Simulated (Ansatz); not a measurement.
Input for Ansatz (development build ahead of 0.2.0):

```yaml
crystal:
  periodic: [false, false, false]
  atoms:
    - { symbol: B, position_ang: [0.0, 0.0, -0.866] }
    - { symbol: Cl, position_ang: [0.0, 0.0, 0.866] }
basis:
  gaussian: { orbitals: def2-SVP }
total_charge: 1
magnetization:
  spin_polarized: true
  initial_magnetization: 1
hamiltonian:
  xc: hf
correlation:
  method: ccsd_t
  frozen_orbitals: { B: 1, Cl: 5 }
```

The input is written out in the form of the current development build from the run's settings.

The run gave:

| Quantity | Value |
| --- | --- |
| Converged | yes |
| Reference energy | -483.62960 hartree |
| Correlation energy | -0.20040 hartree |
| Total energy | -483.83000 hartree |
| Stability test | minimum |
